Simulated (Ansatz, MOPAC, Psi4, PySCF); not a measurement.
Gas-phase reaction in SMILES: C([NH3+])C -> [NH2+](C)C

Property: isomerisation energy (enthalpy at 298 K), in kcal/mol. Conventions: valence correlation only; 6-311+G** with 5d; no dispersion term unless named; no spin-orbit coupling; LANL2DZ all-electron up to Ne; non-relativistic; 6-31G* and kin with 6d, 5d where marked. Basis-set limits of correlation are two-point, X^-3; Hartree-Fock from the larger set. [CCSD(T)-MP2]/basis is that difference in the basis named. Ab initio and DFT rows: single points at B3LYP-D3(BJ) geometries (Ansatz, a quantum-chemistry and plane-wave program), with unscaled harmonic terms from B3LYP/6-31G* at its own minima. Semi-empirical rows: MOPAC heats of formation at their own minima for 298 K.

Coupled cluster (Ansatz) is a level with limits of its own, used here on species with T1 under 0.025 (0.045 for open shells) and stable references: RI-MP2/CBS(cc-pVTZ,cc-pVQZ)+[CCSD(T)-MP2]/cc-pVTZ.

Value to compare with, RI-MP2/CBS(cc-pVTZ,cc-pVQZ)+[CCSD(T)-MP2]/cc-pVTZ (Ansatz): 3.9 kcal/mol.

| level | program | isomerisation energy (enthalpy at 298 K) (kcal/mol) | difference |
|---|---|---|---|
| PM3 | MOPAC | 8.3 | 4.4 |
| HF/LANL2DZ | Ansatz | 4.4 | 0.5 |
| PBE/3-21G | Ansatz | 3.9 | 0.0 |
| PBE/def2-SVP | Ansatz | 4.5 | 0.6 |
| B3LYP/3-21G | Ansatz | 3.0 | -0.9 |
| B3LYP/6-31G | Ansatz | 4.1 | 0.2 |
| B3LYP/6-31G* | Ansatz | 2.2 | -1.7 |
| B3LYP/6-311+G** | Ansatz | 3.8 | -0.1 |
| M06-2X/6-311+G** | PySCF | 3.4 | -0.5 |
| wB97X-D/6-31G* | Psi4 | 2.7 | -1.2 |
| MP2/STO-3G | Ansatz | -0.8 | -4.7 |
| MP2/6-311+G** | Ansatz | 4.1 | 0.2 |
| B3PW91/6-31G* (5d) | PySCF | 2.9 | -1.0 |
| B2PLYP-D3(BJ)/def2-TZVPD | Ansatz + dftd3 | 3.7 | -0.2 |

5 of the 13 habitual levels lie above RI-MP2/CBS(cc-pVTZ,cc-pVQZ)+[CCSD(T)-MP2]/cc-pVTZ (Ansatz); their mean absolute difference is 1.2 kcal/mol, the median 0.6.

The levels are drawn from those run, B3LYP/6-31G* more often than the rest, none by its result; runs whose electronic state is in doubt are left out.
